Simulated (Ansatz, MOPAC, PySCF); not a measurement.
Species: propyl chloride, C₃H₇Cl, charge 0, multiplicity 1. SMILES: CCCCl
Geometry: optimised at B3LYP-D3(BJ)/def2-TZVP (Ansatz, a program for electronic structure).

Unscaled harmonic wavenumbers (cm⁻¹) in rising order, each level at the stationary point that it reaches from this structure (no distance between atoms moves by over 0.3 Å); the order of modes can differ between levels, and a negative number is imaginary. B3LYP-D3(BJ)/def2-TZVP (PySCF, at the structure above): 117, 233, 237, 361, 728, 757, 875, 908, 1037, 1093, 1121, 1250, 1287, 1323, 1374, 1416, 1491, 1496, 1500, 1512, 3030, 3044, 3069, 3076, 3093, 3100, 3131.

PM3 (MOPAC): 81, 184, 258, 373, 717, 780, 895, 963, 1039, 1123, 1124, 1137, 1141, 1224, 1340, 1375, 1407, 1408, 1410, 1425, 2958, 3004, 3040, 3061, 3079, 3085, 3181. Zero-point energy 58.3 against 59.6 kcal/mol; where all levels lie over 400 cm⁻¹, the wavenumbers are on average 0.979 times those of B3LYP-D3(BJ)/def2-TZVP.

PM6 (MOPAC): 82, 155, 259, 380, 769, 774, 894, 963, 1037, 1139, 1140, 1180, 1194, 1240, 1259, 1260, 1279, 1280, 1313, 1341, 2651, 2672, 2693, 2700, 2720, 2745, 2789. Zero-point energy 54.2 against 59.6 kcal/mol; where all levels lie over 400 cm⁻¹, the wavenumbers are on average 0.934 times those of B3LYP-D3(BJ)/def2-TZVP.

HF/3-21G (Ansatz): 123, 249, 250, 369, 713, 823, 954, 955, 1059, 1184, 1215, 1368, 1400, 1462, 1501, 1577, 1639, 1660, 1672, 1673, 3199, 3238, 3251, 3266, 3286, 3304, 3378. Zero-point energy 64.0 against 59.6 kcal/mol; where all levels lie over 400 cm⁻¹, the wavenumbers are on average 1.077 times those of B3LYP-D3(BJ)/def2-TZVP.

B3LYP/6-31G* (Ansatz): 119, 236, 237, 359, 728, 761, 881, 912, 1043, 1110, 1128, 1263, 1306, 1336, 1393, 1441, 1517, 1523, 1529, 1539, 3047, 3062, 3092, 3097, 3116, 3123, 3156. Zero-point energy 60.1 against 59.6 kcal/mol; where all levels lie over 400 cm⁻¹, the wavenumbers are on average 1.010 times those of B3LYP-D3(BJ)/def2-TZVP.
